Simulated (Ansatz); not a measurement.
**BP+ (quartet): the correlation ladder at distance B1–P2 = 3.438 Å, cc-pVDZ**

Aim: climb from Hartree-Fock through coupled cluster and multireference methods for BP+ (quartet) at one geometry and basis, and see what each rung misses.

The runs use Ansatz 0.2.0, Gaussian basis; cc-pVDZ, core rule «outside noble gas», up to 6 orbitals frozen.

Plan: UHF; CCSD(T) on ROHF; CCSD(T) on UHF; BCCD(T) on ROHF; CISD as a restricted active space (open shells left free, so some higher excitations enter); CCSDT(Q) on ROHF; CCSDT(Q) on UHF; CASSCF and MRCISD+Q, 5 electrons in 5 orbitals; CASSCF and NEVPT2, 5 electrons in 5 orbitals; CASSCF and MRCISD+Q, 7 electrons in 8 orbitals; CASSCF and NEVPT4(SD), 7 electrons in 8 orbitals; CASSCF and NEVPT2, 7 electrons in 8 orbitals; Full CI.

15 further runs of the same task are left out: 9 that didn't finish, 6 set aside as unsound or not needed. Runs told in other sessions of the task aren't counted.

## Step 1: The system

The geometry derives from a PBE0/def2-TZVP stationary point (not a proven minimum). One bond is set to the value named and the two fragments are kept rigid.

2 atoms, charge 1, spin multiplicity 4.

Atoms are counted from 1 here; the program's logs count them from 0.

No contacts short enough for the rule that draws bonds.

## Step 2: UHF

Contents of in.yaml:

```yaml
crystal:
  periodic: [false, false, false]
  atoms:
    - {symbol: B, position_ang: [0.000000, 0.000000, 0.000000]}
    - {symbol: P, position_ang: [0.000000, 0.000000, 3.438000]}
basis:
  gaussian: {orbitals: cc-pVDZ}
total_charge: 1
magnetization: {spin_polarized: true, initial_magnetization: 3}
hamiltonian: {xc: hf}
output: {orbitals: {seedname: orbitals}}
```

The run is started by

```
> ansatz run in.yaml --threads 1 --pin off --events-out ev --progress --plain --max-ram 2393MiB
```

The runs that follow: CCSD(T) on ROHF; CCSD(T) on UHF; BCCD(T) on ROHF; CISD as a restricted active space (open shells left free, so some higher excitations enter); CCSDT(Q) on ROHF; CCSDT(Q) on UHF; CASSCF and MRCISD+Q, 5 electrons in 5 orbitals; CASSCF and NEVPT2, 5 electrons in 5 orbitals; CASSCF and MRCISD+Q, 7 electrons in 8 orbitals; CASSCF and NEVPT4(SD), 7 electrons in 8 orbitals; CASSCF and NEVPT2, 7 electrons in 8 orbitals; Full CI.

Before running them: what should the planned runs give, taken together? Wanted: FCI from the RHF energy; RMP2 from FCI; UMP2 from FCI; RCCSD from FCI; RCCSD(T) from FCI; UCCSD(T) from FCI; RCCSDT(Q) from FCI; UCCSDT(Q) from FCI; NEVPT2 pair from FCI.

The runs gave:

| quantity | value |
| --- | --- |
| FCI from the ROHF energy | -3.9448 eV |
| RMP2 from FCI | +1250.1 meV |
| UMP2 from FCI | +1279.3 meV |
| RCCSD from FCI | +70.9 meV |
| RCCSD(T) from FCI | +19.7 meV |
| UCCSD(T) from FCI | +19.6 meV |
| RCCSDT(Q) from FCI | +0.6 meV |
| UCCSDT(Q) from FCI | +0.4 meV |
| NEVPT2 pair from FCI | +1125.8 meV |
| MRCISD+Q pair from FCI | -44.8 meV |
| NEVPT2 valence from FCI | +557.7 meV |
| levels within 1 kcal/mol (43 meV) | RCCSD(T), UCCSD(T), BCCD(T), RCCSDT, UCCSDT, RCCSDT(Q), UCCSDT(Q), NEVPT4(SD) valence, MRCISD+Q valence |
| T1 diagnostic | 0.020 |
| effectively unpaired electrons | 3.13 |

**Reading.** RCCSD(T) lands +19.7 meV from the yardstick (0.5 % of the correlation energy). MRCISD+Q pair, MRCISD+Q valence fall below full CI: the +Q correction isn't variational, and the cores differ from full CI's. One determinant dominates. Of the multireference levels listed NEVPT4(SD) valence comes nearest in total energy (+12.5 meV), which doesn't show that its space is the better one. These misses are within one basis, not against nature; the frozen cores of restricted and unrestricted runs differ, which can shift their rows.

Levels on UHF freeze UHF's core orbitals, full CI those of ROHF, so the U rows can settle a little off it for that reason alone.

With open shells the CI space here admits some higher excitations, so it is larger than plain CISD.
